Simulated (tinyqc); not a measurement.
Worked calculation: Pariser-Parr-Pople SCF with singles CI, for the molecule [CH2-]C=CO (SMILES; centres numbered as the heavy atoms are written). Computed by tinyqc, a small Python program that keeps every step. Settings: charge = -1, gamma = Ohno, start = core, damping = 0, iteration cap = 51, excitations kept = 9. Command: `OMP_NUM_THREADS=1 python tinyqc.py 29246 29247 out.jsonl` (the two numbers bound the seeds that draw the settings). One thread of a shared host (Intel(R) Xeon(R) Processor @ 2.60GHz), about 0.01 s of CPU time with the checks. Later iterations appear only in the table of the cycle.

## PPP integrals

Centres (angstrom, eV; a flat drawing with bonds scaled to 1.40 angstrom):
```
centre,x,y,core charge z,W,gamma_rr
1C,-1.848000,-0.127000,1,10.700000,11.000000
2C,-0.559000,0.421000,1,10.700000,11.000000
3C,0.559000,-0.421000,1,10.700000,11.000000
4O,1.848000,0.127000,2,29.120000,22.380000
```

Resonance integrals (eV):
```
i,j,beta
1,2,-2.390000
2,3,-2.390000
3,4,-2.200000
```

Ohno: gamma = 14.399645/sqrt(R^2 + a^2), a = 2 x 14.399645/(gamma_rr + gamma_ss); H_rr = -W_r - sum_(s != r) z_s gamma_rs; H_rs = beta for bonds.

repulsion gamma_rs (eV):
```
,1C,2C,3C,4O
1C,11.000000,7.510969,5.225460,3.785541
2C,7.510969,11.000000,7.513972,5.594697
3C,5.225460,7.513972,11.000000,8.753303
4O,3.785541,5.594697,8.753303,22.380000
```

core matrix H (eV):
```
,1C,2C,3C,4O
1C,-31.007510,-2.390000,0.000000,0.000000
2C,-2.390000,-36.914335,-2.390000,0.000000
3C,0.000000,-2.390000,-40.946037,-2.200000
4O,0.000000,0.000000,-2.200000,-47.253541
```

## Starting guess

pi electrons, sum of z_r less the charge = 6

Orbitals of the core matrix H.

P at the start:
```
,1C,2C,3C,4O
1C,0.264711,0.660790,-0.149462,0.019166
2C,0.660790,1.748374,0.056914,-0.007298
3C,-0.149462,0.056914,1.987127,0.001651
4O,0.019166,-0.007298,0.001651,1.999788
```

## Iteration 1: Fock matrix

F_rr = H_rr + P_rr gamma_rr / 2 + sum_(s != r) P_ss gamma_rs; F_rs = H_rs - P_rs gamma_rs / 2; E = tr P (H + F) / 2 + core repulsion sum_(r<s) z_r z_s gamma_rs.

F (eV):
```
,1C,2C,3C,4O
1C,1.534315,-4.871586,0.390503,-0.036277
2C,-4.871586,0.809381,-2.603826,0.020416
3C,0.390503,-2.603826,2.008383,-2.207225
4O,-0.036277,0.020416,-2.207225,3.301711
```

pi energy = -66.729232 eV

## Iteration 1: orbitals and new P

Diagonalise F (the basis is taken as orthonormal) and form P = 2 sum c c over the lowest orbitals.

orbital energies (eV): -4.234863  0.326797  4.341891  7.219965

P after iteration 1:
```
,1C,2C,3C,4O
1C,1.358666,0.703707,-0.530207,0.308280
2C,0.703707,1.227854,0.581772,-0.338261
3C,-0.530207,0.581772,1.561665,0.254862
4O,0.308280,-0.338261,0.254862,1.851815
```

## Iteration 2: Fock matrix

As before.

F (eV):
```
,1C,2C,3C,4O
1C,0.858065,-5.032760,1.385286,-0.583502
2C,-5.032760,2.138412,-4.575709,0.946235
3C,1.385286,-4.575709,0.178331,-3.315444
4O,-0.583502,0.946235,-3.315444,-0.849250
```

pi energy = -73.601415 eV

## Iteration 2: orbitals and new P

As before.

orbital energies (eV): -5.330706  -2.769868  0.944167  9.481965

P after iteration 2:
```
,1C,2C,3C,4O
1C,1.520118,0.661183,-0.483126,0.242704
2C,0.661183,1.089022,0.665651,-0.334397
3C,-0.483126,0.665651,1.513609,0.244344
4O,0.242704,-0.334397,0.244344,1.877251
```

## Convergence

Stop when output and input P, before any damping, agree to 1e-7.

Course of the cycle:
```
iteration,E (eV),largest |P(out) - P(in)|
1,-66.72923226,1.09e+00
2,-73.60141452,1.61e-01
3,-73.93218590,5.23e-02
4,-73.97661682,1.99e-02
5,-73.98321341,7.70e-03
6,-73.98422737,2.99e-03
7,-73.98438553,1.16e-03
8,-73.98441037,4.55e-04
9,-73.98441429,1.79e-04
10,-73.98441491,7.10e-05
11,-73.98441500,2.81e-05
12,-73.98441502,1.12e-05
13,-73.98441502,4.42e-06
14,-73.98441502,1.75e-06
15,-73.98441502,6.95e-07
16,-73.98441502,2.76e-07
17,-73.98441502,1.09e-07
18,-73.98441502,4.34e-08
```

Converged in 18 iterations.

## Converged orbitals

Charges are z - P_rr.

orbital energies (eV): -5.727128  -2.829706  0.585366  9.384925

coefficients:
```
,MO1,MO2,MO3,MO4
1C,0.330372,-0.615901,0.559437,-0.445590
2C,0.553493,-0.394873,-0.199568,0.705616
3C,0.659013,0.273058,-0.488669,-0.502339
4O,0.387559,0.624644,0.639066,0.226300
```

pi charges: 1C -0.602899, 2C -0.004213, 3C -0.495312, 4O 0.102424

## Singles CI, singlets

Over the 3 single excitations with the smallest orbital gaps: A = (e_a - e_i) delta + 2 (ia|jb) - (ij|ab), with (pq|rs) = sum c_mp c_mq gamma_mn c_nr c_ns. f = 2/3 w |mu|^2 in atomic units, mu = sqrt2 sum c_ia sum_m c_mi c_ma R_m.

singlet CI matrix (eV):
```
,3>4,2>4,1>4
3>4,4.425190,0.096990,0.064754
2>4,0.096990,6.445993,0.083614
1>4,0.064754,0.083614,8.533836
```

singlet excitation energies (eV): 4.419650  6.447046  8.538324

oscillator strengths: 0.708154  0.027571  0.163394

## Singles CI, triplets

Over the 3 single excitations with the smallest orbital gaps: A = (e_a - e_i) delta - (ij|ab), with (pq|rs) = sum c_mp c_mq gamma_mn c_nr c_ns.

triplet CI matrix (eV):
```
,3>4,2>4,1>4
3>4,1.381980,0.157659,0.506583
2>4,0.157659,4.681126,0.404492
1>4,0.506583,0.404492,6.986264
```

triplet excitation energies (eV): 1.332152  4.613688  7.103531
